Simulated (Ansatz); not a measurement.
# BH3F (doublet): wave-function methods side by side at distance B1–H4 along a hydrogen transfer = 1.363 Å, cc-pVDZ

One table from this session's results is given with a row withheld; the runs are named, their logs left out.

Computed with Ansatz 0.2.0, Gaussian basis. Level: cc-pVDZ, core rule «outside noble gas», up to 2 orbitals frozen.

To be run: UHF; CCSD(T) on ROHF; CCSD(T) on UHF; BCCD(T) on ROHF; CISD; CCSDT(Q) on ROHF; CCSDT(Q) on UHF; CASSCF and MRCISD+Q, 3 electrons in 3 orbitals; CASSCF and NEVPT2, 3 electrons in 3 orbitals.

16 further runs of the same task are left out: 9 for a known fault of the program, 1 for a mislabelled method, 5 that didn't finish, 1 set aside as unsound or not needed.

### The system

The geometry derives from fragments relaxed apart (PBE0/def2-TZVP) and kept rigid, so it is no stationary point. A hydrogen atom is moved between rigid fragments.

5 atoms, charge 0, spin multiplicity 2.

Atoms are counted from 1 here; the program's logs count them from 0.

Bond lengths: B1–H2 1.193 Å, B1–H3 1.193 Å, B1–H4 1.363 Å. Angles: H2–B1–H3 120.0°, H2–B1–H4 120.0°, H3–B1–H4 120.0°.

Set-up of the first run:

in.yaml

```yaml
crystal:
  periodic: [false, false, false]
  atoms:
    - {symbol: B, position_ang: [-1.559993, 0.000000, 0.000000]}
    - {symbol: H, position_ang: [-2.156726, 1.033571, 0.000000]}
    - {symbol: H, position_ang: [-2.156726, -1.033571, 0.000000]}
    - {symbol: H, position_ang: [-0.196993, 0.000000, 0.000000]}
    - {symbol: F, position_ang: [1.127007, 0.000000, 0.000000]}
basis:
  gaussian: {orbitals: cc-pVDZ}
magnetization: {spin_polarized: true, initial_magnetization: 1}
hamiltonian: {xc: hf}
output: {orbitals: {seedname: orbitals}}
```

Run with:

```console
$ ansatz run in.yaml --threads 1 --pin off --events-out ev --progress --plain --max-ram 2393MiB
```

Among the steps run: UHF; CCSD(T) on ROHF; CCSD(T) on UHF; BCCD(T) on ROHF; CISD; CCSDT(Q) on ROHF; CCSDT(Q) on UHF; CASSCF and MRCISD+Q, 3 electrons in 3 orbitals; CASSCF and NEVPT2, 3 electrons in 3 orbitals.

One of the session's tables, all rows but one given; the rest of the session is left out.

```
       method  from UCCSDT(Q) (meV)
         ROHF               +8530.6
          UHF               +8207.9
         RMP2                     ?
         UMP2               +1139.6
         CISD                +838.4
        RCCSD                +161.2
        UCCSD                +151.5
     RCCSD(T)                 +35.4
     UCCSD(T)                 +34.6
      BCCD(T)                 +35.5
       RCCSDT                 +15.0
       UCCSDT                 +14.1
    RCCSDT(Q)                   0.0
    UCCSDT(Q)                     0
  CASSCF pair               +7749.4
  NEVPT2 pair                +935.2
  MRCISD pair                +655.0
MRCISD+Q pair                +114.3
```

Estimate the missing values for RMP2.

**Answer.** from UCCSDT(Q) (meV): +1171.2. In the column «from UCCSDT(Q) (meV)» it lies between UMP2 (+1139.6) and CASSCF pair (+7749.4).

Caveats from the session: Restricted and unrestricted rows rest on different reference determinants; where their highest levels disagree by more than a few hundredths of an eV, they describe different states and don't form one ladder.
